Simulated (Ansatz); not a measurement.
CH4SSi, SMILES `C[Si]S`, relaxed with RKS PBE0-D4/def2-TZVP in the Gaussian-basis code of Ansatz from a PBE-D4/def2-SVP geometry. The force threshold is 0.005 eV/Å; the program also tests the step.

Total charge 0; spin multiplicity 1.

Start:

```xyz
7

C    -0.817    0.620    0.369
Si    0.706   -0.469    0.819
S     1.180   -1.026   -1.215
H    -1.274    0.459   -0.628
H    -0.476    1.681    0.424
H    -1.600    0.512    1.152
H     2.282   -1.777   -0.921
```

```json
{"step": "1", "energy (eV)": "-19807.7127", "largest force (eV/Å)": "0.527", "largest move (Å)": "0.000"}
{"step": "2", "energy (eV)": "-19807.7424", "largest force (eV/Å)": "0.209", "largest move (Å)": "0.037"}
{"step": "3", "energy (eV)": "-19807.7446", "largest force (eV/Å)": "0.088", "largest move (Å)": "0.025"}
{"step": "4", "energy (eV)": "-19807.7461", "largest force (eV/Å)": "0.026", "largest move (Å)": "0.026"}
{"step": "5", "energy (eV)": "-19807.7461", "largest force (eV/Å)": "0.008", "largest move (Å)": "0.004"}
{"step": "6", "energy (eV)": "-19807.7461", "largest force (eV/Å)": "0.011", "largest move (Å)": "0.003"}
{"step": "7", "energy (eV)": "-19807.7462", "largest force (eV/Å)": "0.006", "largest move (Å)": "0.003"}
{"step": "8", "energy (eV)": "-19807.7462", "largest force (eV/Å)": "0.025", "largest move (Å)": "0.015"}
{"step": "9", "energy (eV)": "-19807.7463", "largest force (eV/Å)": "0.034", "largest move (Å)": "0.013"}
{"step": "10", "energy (eV)": "-19807.7464", "largest force (eV/Å)": "0.039", "largest move (Å)": "0.026"}
{"step": "11 (rejected)", "energy (eV)": "-19807.7463", "largest force (eV/Å)": "0.059", "largest move (Å)": "0.020"}
{"step": "12", "energy (eV)": "-19807.7464", "largest force (eV/Å)": "0.024", "largest move (Å)": "0.010"}
{"step": "13", "energy (eV)": "-19807.7464", "largest force (eV/Å)": "0.007", "largest move (Å)": "0.010"}
{"step": "14", "energy (eV)": "-19807.7465", "largest force (eV/Å)": "0.009", "largest move (Å)": "0.008"}
{"step": "15", "energy (eV)": "-19807.7465", "largest force (eV/Å)": "0.004", "largest move (Å)": "0.002"}
```

End:

```xyz
7

C    -0.816    0.604    0.372
Si    0.642   -0.533    0.810
S     1.197   -0.965   -1.202
H    -1.293    0.421   -0.594
H    -0.424    1.630    0.363
H    -1.572    0.569    1.161
H     2.265   -1.726   -0.909
```

Hardware: 2 threads of a server CPU on a shared host. Wall time 38 s, peak host memory 0.27 GiB.
